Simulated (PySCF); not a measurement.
# Working out the ionisation energy of P

P [Ne] 3s2 3p3 (4S) → P⁺ [Ne] 3s2 3p2 (3P). Computed with PySCF 2.14 in def2-TZVP, with no relativity, point nucleus. Frozen: [Ne]. Energies in hartree (1 hartree = 27.21139 eV):

| part | P (lower) | P⁺ (upper) |
| --- | --- | --- |
| UHF | -340.709863 | -340.345663 |
| CCSD correlation | -0.099767 | -0.081322 |
| (T) | -0.003759 | -0.002251 |

Task: What does Hartree-Fock give?

Result: (-340.345663) − (-340.709863) = 0.364200 hartree = 9.910 eV.

Task: What do CCSD and CCSD(T) give?

Result: The CCSD correlation energies differ by 0.018445 hartree = 0.502 eV and the triples by 0.001508 hartree = 0.041 eV, so CCSD gives 10.412 eV and CCSD(T) 10.453 eV.

Measured between the centres of the two terms (NIST): 10.526 eV, so CCSD(T) (valence) is off by -0.073 eV.

What remains against the reference includes basis incompleteness, the frozen core and higher excitations.
